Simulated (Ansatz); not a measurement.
Two isomers of C3H6F2O: A = `FCCOCF`, B = `CC(F)OCF`.

Calculated with Ansatz (gas phase, PBE0-D4/def2-TZVP geometries, no zero-point term in ΔE). CCSD(T)/CBS is the MP2 limit (def2-TZVPP, def2-QZVPP) plus CCSD(T) − MP2 in def2-TZVPP, frozen cores. DFT in def2-TZVPP. B3LYP here is the variant with VWN-RPA as its local correlation; programs differ in this. Each species was taken in one conformer, which may not be the lowest.

A:

Z-matrix (Å, degrees):
```
C
C 1 1.498
F 1 1.380 2 110.7
H 1 1.094 2 109.8 3 119.4
H 1 1.094 2 110.5 3 -119.7
O 2 1.414 1 109.0 3 70.7
H 2 1.099 1 109.8 3 -50.1
H 2 1.096 1 109.1 3 -168.7
C 6 1.363 2 114.5 1 -166.0
F 9 1.383 6 111.2 2 -69.5
H 9 1.091 6 107.6 2 172.6
H 9 1.098 6 112.0 2 49.3
```

B:

Z-matrix (Å, degrees):
```
C
C 1 1.497
H 1 1.090 2 109.8
H 1 1.090 2 109.9 3 -120.1
H 1 1.091 2 109.5 3 119.7
F 2 1.385 1 109.6 3 177.8
O 2 1.390 1 108.9 3 -63.4
H 2 1.095 1 113.0 3 59.9
C 7 1.378 2 114.9 1 169.2
F 9 1.377 7 110.5 2 -75.2
H 9 1.090 7 107.1 2 167.3
H 9 1.094 7 112.0 2 44.3
```

Problem. Which isomer does CCSD(T)/CBS put lower? Give the gap. (An estimate is asked.)

Solution. Computed: B, by 11.8 kcal/mol.

Problem. Give E(B) − E(A) in kcal/mol with PBE0-D4, BLYP-D4, PBE-D4, CCSD(T)/def2-TZVPP, CCSD/def2-TZVPP, B3LYP, r2SCAN-D4. (Best estimate.)

Solution. The calculation gave: PBE0-D4 -11.7, BLYP-D4 -10.9, PBE-D4 -11.4, CCSD(T)/def2-TZVPP -11.9, CCSD/def2-TZVPP -11.7, B3LYP -11.0, r2SCAN-D4 -12.6. None reverses the order clearly.

Problem. Does the order hold for the free energy at 298.15 K (harmonic terms from PBE0-D4)? (An estimate is asked.)

Solution. The calculation gave: Yes: G(B) − G(A) = -11.8 kcal/mol, for one conformer each. Modes under 60 cm⁻¹, often nearly free rotors, make the harmonic entropy too high.

Largest T1 diagnostic: 0.011.

Leaving LDA and LC-ωPBE aside and taking each functional with its dispersion term where it has one, the values spread over 1.7 kcal/mol, from r2SCAN-D4 to BLYP-D4. LDA lies −1.4 kcal/mol from PBE without D4. From BLYP to BHLYP (50 % exact exchange), in def2-TZVPP and without D4, E(B) − E(A) moves by −0.8 kcal/mol.
